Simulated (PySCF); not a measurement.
Rows and methods have been separated. Pair them.

C5H5F.
InChI=1S/C5H5F/c6-5-2-1-4(5)3-5/h1-2,4H,3H2/t4-,5-/m1/s1

The closed-shell ground state was solved 4 times with PySCF (density fitting, gas phase), always with PBE0, in these basis sets: STO-3G, def2-SVP, pcSseg-0 and pcSseg-2. Geometry: PBE0-D3(BJ)/def2-SVP; no solvent, vibrations or thermal averaging.

| row | total energy (Eh) | HOMO (eV) | LUMO (eV) | dipole (D) |
| --- | --- | --- | --- | --- |
| P | -292.7217 | -6.62 | -0.42 | 1.52 |
| Q | -292.2439 | -6.98 | -0.59 | 1.84 |
| R | -293.0463 | -6.67 | -0.61 | 1.67 |
| S | -289.1649 | -4.30 | 2.67 | 0.75 |

Q: Which basis belongs to which row?

A: P = def2-SVP, Q = pcSseg-0, R = pcSseg-2, S = STO-3G. From the lowest total energy up: pcSseg-2 (286 functions) 0 eV; def2-SVP (109 functions) +8.83 eV; pcSseg-0 (64 functions) +21.83 eV; STO-3G (35 functions) +105.62 eV.
